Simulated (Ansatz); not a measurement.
Mulliken charges of HP, SMILES `[PH]` (triplet) from r2SCAN/def2-TZVPP in Ansatz (PBE0-D4/def2-TZVP geometry).

```csv
atom,x (Å),y (Å),z (Å),charge (e)
P1,0.000,0.000,-0.015,-0.024
H2,0.000,0.000,1.414,0.024
```

**Question.** By hand: the dipole of these point charges (1 e Å = 4.8032 D).

**Answer.** Σ q r = (0.000, 0.000, 0.034) e Å, of length 0.034 e Å = 0.16 D.

**Question.** How does the dipole of the full density compare? (Best estimate.)

**Answer.** Ansatz gave: (0.000, 0.000, 0.106) e Å, 0.51 D; the point charges give 0.31 times that, at 0° from its direction.

Point charges leave out the atoms' own dipoles, such as those of lone pairs, and Mulliken's split depends on the basis, so the two needn't agree.
